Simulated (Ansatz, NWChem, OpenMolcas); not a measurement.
# PH3 (phosphine): the HOMO–LUMO gap, rung by rung

PH3: 4 atoms, total charge 0, spin state singlet. As SMILES, `P`. The shape is that of a PBE0-D4/def2-TZVP optimisation.

Each level gives the HOMO–LUMO gap (eV). The values are calculated.

```
                level                    kind     program  value (eV)
    SVWN5/aug-cc-pVTZ                     LDA      NWChem        6.10
   revPBE/aug-cc-pVTZ                     GGA      NWChem        6.01
   M06-2X/aug-cc-pVTZ         hybrid meta-GGA      NWChem        8.84
     PBE0/aug-cc-pVTZ           global hybrid  OpenMolcas        7.71
CAM-B3LYP/aug-cc-pVTZ  range-separated hybrid      NWChem        9.40
  wB97M-V/aug-cc-pVTZ  range-separated hybrid      Ansatz       10.42
    wB97X/aug-cc-pVTZ  range-separated hybrid      NWChem       11.23
 PBE-QIDH/aug-cc-pVTZ           double hybrid      Ansatz       10.17
```

The values span 6.01 to 11.23 eV. Orbital gaps aren't excitation energies, and those of double hybrids come from the SCF part alone; they tend to grow with the share of exact exchange.
